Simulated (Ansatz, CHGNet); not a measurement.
For rock-salt BaO, the machine-learned potential CHGNet 0.3.0 (trained on PBE and PBE+U data) gives:

- elastic constant C11 = 112 GPa
- elastic constant C44 = 25.3 GPa
- Voigt–Reuss–Hill shear modulus = 29.0 GPa

What does Hartree–Fock (PAW; Ansatz, an electronic-structure program) give for the same quantities?


- elastic constant C11: 118 GPa (goes up by 5.4 %)
- elastic constant C44: 41.0 GPa (grows by 62 %)
- Voigt–Reuss–Hill shear modulus: 38.1 GPa (increases by 31 %)

For comparison: elastic constant C11 126 GPa (measured, temperature not stated, no zero-point or thermal correction; as tabulated in Oses et al. (2018), arXiv:1811.08464); elastic constant C44 33.7 GPa (measured, temperature not stated, no zero-point or thermal correction; as tabulated in Oses et al. (2018), arXiv:1811.08464).

Changes are worked out from the printed values.

Unless a cell is named, each level is at its own relaxed cell (CHGNet 0.3.0 22.21, Hartree–Fock 22.38 Å³/atom).

Ansatz's density-functional and Hartree–Fock values are scalar-relativistic unless marked +SOC, with PAW data made under PBE.
